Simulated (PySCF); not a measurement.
CH4O, SMILES CO (connectivity only; charge and spin as stated), charge +1, multiplicity 2.

Geometry optimised at PBE-D3(BJ)/def2-TZVP. The spin state was assumed, not searched.

These are PBE-D3(BJ)/def2-TZVP in PySCF values and carry that method's errors.

Frequencies are harmonic and unscaled.

| mode | ν (cm⁻¹) | IR (km/mol) | moving atoms (share of kinetic energy) |
|---|---|---|---|
| 1 | 150 | 6.7 | H 80 %, C 10 %, O 9 % |
| 2 | 870 | 29.8 | H 87 %, C 13 % |
| 3 | 989 | 139.0 | H 60 %, C 31 %, O 9 % |
| 4 | 1007 | 3.4 | H 90 % |
| 5 | 1186 | 120.1 | H 50 %, O 36 %, C 13 % |
| 6 | 1188 | 80.5 | H 95 % |
| 7 | 1267 | 62.2 | H 68 %, C 23 %, O 9 % |
| 8 | 1429 | 8.9 | H 90 %, C 8 % |
| 9 | 2553 | 108.4 | H 95 % |
| 10 | 2666 | 150.3 | H 95 % |
| 11 | 3130 | 18.2 | H 91 %, C 9 % |
| 12 | 3448 | 224.7 | H 94 % |
